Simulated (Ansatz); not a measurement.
```yaml
crystal:
  periodic: [false, false, false]
  atoms:
    - {symbol: B, position_ang: [-1.368109, 0.728451, -0.003715]}
    - {symbol: Mg, position_ang: [0.761578, -0.349183, 0.001643]}
    - {symbol: H, position_ang: [-2.481402, 1.132352, -0.005312]}
    - {symbol: H, position_ang: [-1.208829, -0.525560, 0.005551]}
basis:
  gaussian: {orbitals: def2-TZVP}
magnetization: {spin_polarized: true, initial_magnetization: 3}
hamiltonian: {xc: pbe0}
relax: {f_tol: 0.004, max_steps: 80}
```

```sh
$ ansatz run in.yaml --threads 1 --pin off --events-out ev --progress --plain --max-ram 2176MiB
```

Steps of the relaxation (energy above the last step; positions in Å, forces in eV/Å):

```
4
step 1, 125.9 meV
B    -1.368    0.728   -0.004    0.422   -1.026    0.007
Mg    0.762   -0.349    0.002   -0.743    0.381   -0.002
H    -2.481    1.132   -0.005    0.041    0.354   -0.003
H    -1.209   -0.526    0.006    0.281    0.291   -0.003
```

```
4
step 2, 17.9 meV
B    -1.349    0.647   -0.003   -0.487   -0.260    0.003
Mg    0.671   -0.257    0.001    0.180    0.000    0.000
H    -2.414    1.192   -0.006    0.311    0.021   -0.001
H    -1.204   -0.597    0.006   -0.005    0.239   -0.002
```

```
4
step 3, 3.4 meV
B    -1.371    0.619   -0.003   -0.173   -0.091    0.001
Mg    0.680   -0.240    0.001    0.081    0.019    0.000
H    -2.398    1.218   -0.006    0.135   -0.011    0.000
H    -1.208   -0.611    0.006   -0.042    0.083   -0.001
```

```
4
step 7, 0.0 meV
B    -1.383    0.596   -0.003    0.001   -0.001    0.000
Mg    0.688   -0.219    0.001    0.000    0.001    0.000
H    -2.380    1.236   -0.006    0.000    0.000    0.000
H    -1.222   -0.627    0.006   -0.002    0.000    0.000
```

Close pairs at the end: B1–H3 1.184 Å, B1–H4 1.234 Å, Mg2–H4 1.954 Å, B1–Mg2 2.227 Å.

A stationary point of unrestricted PBE0 after 7 steps, with ⟨S²⟩ = 3.754 against 3.75 for a pure state; no frequencies were run, so it isn't proven a minimum. 16 s on 1 thread of Arm Neoverse V1, shared host.
